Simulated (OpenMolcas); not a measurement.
**One shape, several levels: BNH6 (SMILES [BH3-][NH3+])**

Aim: a comparison of 6 runs (HF/3-21G, BLYP/def2-TZVP, M06-L/def2-TZVP, PBE0/def2-TZVP, TPSS/def2-TZVP, CCSD(T)/def2-TZVP) of BNH6. 

The results are computed with OpenMolcas 26.06.

## Step 1: The system as given

BNH6: 8 atoms, total charge 0, spin state singlet. SMILES: `[BH3-][NH3+]`. The coordinates come from a PBE0-D4/def2-TZVP relaxation.

Bond lengths: B1–N2 1.639 Å, B1–H3 1.212 Å, B1–H4 1.212 Å, B1–H5 1.212 Å, N2–H6 1.015 Å, N2–H7 1.015 Å, N2–H8 1.015 Å. Some angles: B1–N2–H6 110.9°, B1–N2–H7 110.9°, B1–N2–H8 110.9°, N2–B1–H3 105.3°, N2–B1–H4 105.3°, N2–B1–H5 105.3°, H6–N2–H7 108.0°, H6–N2–H8 108.0°, H7–N2–H8 108.0°, H3–B1–H4 113.3°.

## Step 2: Energy and forces at HF/3-21G (run 1)

File mol.xyz:

```xyz
8

B     -0.191300     0.250800    -0.775400
N      0.206500    -0.255100     0.731700
H     -0.078200    -0.728400    -1.481000
H     -1.332600     0.649700    -0.687200
H      0.604400     1.126600    -1.038400
H      0.140800     0.507000     1.398700
H      1.156600    -0.611300     0.755300
H     -0.414000    -0.996500     1.040500
```

File test.inp:

```
&gateway
 baslib = $CurrDir
 coord = mol.xyz
 basis = 3-21G
 group = NoSym

&seward

&scf
 thresholds = 1e-10 1e-07 1e-07 1e-05
 prorbitals = 1 1

&alaska
```

The basis set 3-21G is read from a file made from the Basis Set Exchange's data (not shown).

Launch:

```console
export MOLCAS_MEM=1860
pymolcas test.inp > test.log
```

The log of the run:

```text
--- Start Module: gateway ---
[...]
--- Stop Module: gateway /rc=_RC_ALL_IS_WELL_ ---
[...]
      Basis functions           30
[...]
--- Start Module: scf ---
[...]
       Convergence after  12 Iterations
[...]
::    Total SCF energy                                -82.1648330408
[...]
      Total spin, S                                     0.0000000000
[...]
      Total electronic charge=   18.000000
      Total            charge=   -0.000000
[...]
      Dipole Moment (debye):
      Origin of the operator (angstrom)=    0.0278   -0.0278    0.0546
                   X=  1.4549E+00               Y= -1.8499E+00               Z=  5.5112E+00           Total=  5.9927E+00
      Quadrupole Moment (debye*angstrom):
[...]
 *              Molecular gradients               *
 **************************************************
  Irreducible representation: a
 ------------------------------------------------------------------------------------------
                              X                       Y                       Z
 ------------------------------------------------------------------------------------------
  B1                3.95005772267559E-03   -4.98065761963906E-03    1.48956235872053E-02
  N2               -7.27445884633598E-03    9.22620747354086E-03   -2.73779603559832E-02
  H3                2.71365493786160E-04   -9.51653512241579E-04    2.09929159348032E-04
  H4               -6.31429789780258E-04    3.95456963173668E-05    7.87135433051617E-04
  H5                7.47795214810498E-04    3.73542648178349E-04    5.43100204961178E-04
  H6                7.54992711278352E-04    4.01425311720160E-05    4.12209668989072E-03
  H7                2.24978892223460E-03   -1.59566686960733E-03    3.20745584668436E-03
  H8               -6.81114286658069E-05   -2.15146034772440E-03    3.61261943484270E-03
[...]
```

Run time: 1.9 s. Hardware: 1 thread of Arm Neoverse V1, shared host; peak memory 0.37 GiB.

## Step 3: Energy and forces at BLYP/def2-TZVP (run 2)

mol.xyz is that of step 2.

File mol.inp:

```
* BH6N Kohn-Sham DFT

&GATEWAY
  BasLib=$CurrDir
  Coord=mol.xyz
  Basis=def2-TZVP
  Group=NoSym

&SEWARD
  GridInput
  Grid=UltraFine
  End of Grid

&SCF
  KSDFT=BLYP
  Thresholds=1e-10 1e-07 1e-07 1e-05
  PrOrbitals=1 2

&ALASKA
```

The basis set def2-TZVP is read from a file made from the Basis Set Exchange's data (not shown).

Launch:

```console
export MOLCAS_MEM=1860
pymolcas mol.inp > mol.log
```

The log of the run:

```text
--- Start Module: gateway ---
[...]
--- Stop Module: gateway /rc=_RC_ALL_IS_WELL_ ---
[...]
      Basis functions           98
[...]
--- Start Module: scf ---
[...]
       Convergence after  13 Iterations
[...]
::    Total KS-DFT energy                             -83.1944816616
[...]
      Total spin, S                                     0.0000000000
[...]
      Total electronic charge=   18.000000
      Total            charge=   -0.000000
[...]
      Dipole Moment (debye):
      Origin of the operator (angstrom)=    0.0278   -0.0278    0.0546
                   X=  1.3130E+00               Y= -1.6695E+00               Z=  4.9736E+00           Total=  5.4081E+00
      Quadrupole Moment (debye*angstrom):
[...]
 *              Molecular gradients               *
 **************************************************
  Irreducible representation: a
 ------------------------------------------------------------------------------------------
                              X                       Y                       Z
 ------------------------------------------------------------------------------------------
  B1                1.78215381707170E-03   -2.22826261276776E-03    6.68987703286383E-03
  N2                3.49326405848227E-04   -4.63446568063575E-04    1.48242748202221E-03
  H3               -1.85554866936471E-05    5.31744398045930E-04    6.18901036638420E-04
  H4                7.48304389746490E-04   -3.12457004129296E-04    1.37053233795287E-04
  H5               -4.51752599626598E-04   -6.13179797597674E-04    3.60309016946170E-04
  H6                2.98891173114657E-04   -5.24529636180970E-03   -5.50446107956359E-03
  H7               -6.97855959345262E-03    2.77888675379501E-03   -8.64032758190220E-04
  H8                4.27019189399758E-03    5.55201119254090E-03   -2.92007396453275E-03
[...]
```

Run time: 41 s. Hardware: 1 thread of Arm Neoverse V1, shared host; peak memory 0.55 GiB.

Run 3 isn't shown in full; the table further down has it.

## Step 4: Energy and gradient at PBE0/def2-TZVP (run 4)

File mol.input:

```
&GATEWAY
  BasLib=$CurrDir
  Coord
  8
  angstrom
  B       -0.191300       0.250800      -0.775400
  N        0.206500      -0.255100       0.731700
  H       -0.078200      -0.728400      -1.481000
  H       -1.332600       0.649700      -0.687200
  H        0.604400       1.126600      -1.038400
  H        0.140800       0.507000       1.398700
  H        1.156600      -0.611300       0.755300
  H       -0.414000      -0.996500       1.040500
  Basis=def2-TZVP
  Group=NoSym

&SEWARD
  GridInput
  Grid=UltraFine
  End of Grid

&SCF
  KSDFT=PBE0
  Thresholds=1e-10 1e-07 1e-07 1e-05
  PrOrbitals=1 1

&ALASKA
```

The basis set def2-TZVP is read from a file made from the Basis Set Exchange's data (not shown).

Launch:

```console
export MOLCAS_MEM=1860
pymolcas mol.input > mol.log
```

The log of the run:

```text
--- Start Module: gateway ---
[...]
--- Stop Module: gateway /rc=_RC_ALL_IS_WELL_ ---
[...]
      Basis functions           98
[...]
--- Start Module: scf ---
[...]
       Convergence after  12 Iterations
[...]
::    Total KS-DFT energy                             -83.1354463876
[...]
      Total spin, S                                     0.0000000000
[...]
      Total electronic charge=   18.000000
      Total            charge=   -0.000000
[...]
      Dipole Moment (debye):
      Origin of the operator (angstrom)=    0.0278   -0.0278    0.0546
                   X=  1.3230E+00               Y= -1.6822E+00               Z=  5.0114E+00           Total=  5.4492E+00
      Quadrupole Moment (debye*angstrom):
[...]
 *              Molecular gradients               *
 **************************************************
  Irreducible representation: a
 ------------------------------------------------------------------------------------------
                              X                       Y                       Z
 ------------------------------------------------------------------------------------------
  B1                9.52046722246802E-06    2.77279370033412E-05   -2.88858579331475E-05
  N2               -6.34177923370949E-05    5.94832342603047E-05   -7.34473750230169E-05
  H3                1.47200267745229E-05   -4.86824895964411E-05    1.77163221783960E-05
  H4               -2.42911025098991E-05   -6.49695141086148E-06    4.69073363558170E-05
  H5                2.09519151539439E-05   -1.61281885868725E-06    4.49504793335054E-05
  H6                8.06721211915606E-07    6.20330990548368E-05    1.35977484418959E-05
  H7                9.96533787609444E-05   -3.40964376819297E-05   -1.74822882110792E-05
  H8               -5.79436142893464E-05   -5.83555727571294E-05   -3.35636514803284E-06
[...]
```

Run time: 40 s. Hardware: 1 thread of Arm Neoverse V1, shared host; peak memory 0.55 GiB.

Run 5 isn't shown in full; the table further down has it.

## Step 5: The energy at CCSD(T)/def2-TZVP (Cholesky decomposition) (run 6)

File struct.xyz:

```xyz
8

B     -0.191300     0.250800    -0.775400
N      0.206500    -0.255100     0.731700
H     -0.078200    -0.728400    -1.481000
H     -1.332600     0.649700    -0.687200
H      0.604400     1.126600    -1.038400
H      0.140800     0.507000     1.398700
H      1.156600    -0.611300     0.755300
H     -0.414000    -0.996500     1.040500
```

File test.input:

```
>>> EXPORT MOLCAS_PRINT=2

&GATEWAY
 BasLib
 $CurrDir
 Coord
 struct.xyz
 Basis
 def2-TZVP
 Group
 NoSym

&SEWARD
 High

&SCF
 Thresholds
 1e-10 1e-07 1e-07 1e-05
 PrOrbitals
 1 1

&CHCC
 Frozen
 2
 Threshold
 1e-08
 MaxIterations
 80

&CHT3
 Frozen
 2
```

The basis set def2-TZVP is read from a file made from the Basis Set Exchange's data (not shown).

Launch:

```console
export MOLCAS_MEM=1860
pymolcas test.input > test.log
```

The log of the run:

```text
--- Start Module: gateway ---
[...]
--- Stop Module: gateway /rc=_RC_ALL_IS_WELL_ ---
[...]
      Basis functions           98
[...]
       Convergence after  11 Iterations
[...]
::    Total SCF energy                                -82.6520597003
[...]
      Total spin, S                                     0.0000000000
[...]
      Total electronic charge=   18.000000
      Total            charge=   -0.000000
[...]
      Dipole Moment (debye):
      Origin of the operator (angstrom)=    0.0278   -0.0278    0.0546
                   X=  1.3389E+00               Y= -1.7024E+00               Z=  5.0716E+00           Total=  5.5147E+00
      Quadrupole Moment (debye*angstrom):
[...]
--- Start Module: chcc ---
[...]
--- Stop Module: chcc /rc=_RC_ALL_IS_WELL_ ---
[...]
--- Start Module: cht3 ---
[...]
--- Stop Module: cht3 /rc=_RC_ALL_IS_WELL_ ---
[...]
```

Run time: 2.2 min. Hardware: 1 thread of Arm Neoverse V1, shared host; peak memory 0.18 GiB.

## Step 6: All runs side by side

| run | level | integration grid | integral approximation | energy (Eh) | dipole moment (D) of the reference | HOMO energy (eV) | LUMO energy (eV) | wall time |
| --- | --- | --- | --- | --- | --- | --- | --- | --- |
| 1 | HF/3-21G | – | none | -82.164833 | 5.99 | -10.95 | 5.55 | 1.9 s |
| 2 | BLYP/def2-TZVP | UltraFine | none | -83.194482 | 5.41 | -6.36 | -0.92 | 41 s |
| 3 | M06-L/def2-TZVP | UltraFine | none | -83.235172 | 5.46 | -6.68 | -0.05 | 57 s |
| 4 | PBE0/def2-TZVP | UltraFine | none | -83.135446 | 5.45 | -7.78 | -0.01 | 40 s |
| 5 | TPSS/def2-TZVP | UltraFine | none | -83.265990 | 5.41 | -6.63 | -0.59 | 62 s |
| 6 | CCSD(T)/def2-TZVP (Cholesky decomposition) | – | CD high | -83.047513 | 5.51 | -11.23 | 2.54 | 2.2 min |

## Step 7: Results

```
                                          quantity         value
                               run 6: total energy  -83.04751 Eh
         run 6: dipole moment (mean-field density)        5.51 D
        run 6: HOMO energy (Hartree–Fock orbitals)     -11.23 eV
        run 6: LUMO energy (Hartree–Fock orbitals)       2.54 eV
      run 6: HOMO–LUMO gap (Hartree–Fock orbitals)      13.77 eV
run 6: correlation energy (2 core orbitals frozen)    -395.5 mEh
                             run 6: (T) correction    -11.52 mEh
```

What this shows: Over runs 1, 2, 3, 4, 5 the dipole moment (its size) runs from 5.41 D (TPSS/def2-TZVP) to 5.99 D (HF/3-21G). The two ends differ in method and basis. Over runs 1, 2, 3, 4, 5 the HOMO–LUMO gap runs from 5.43 eV (BLYP/def2-TZVP) to 16.50 eV (HF/3-21G). Totals of different functionals can't be ranked against each other. All runs together took 5.6 min, the longest 2.2 min.
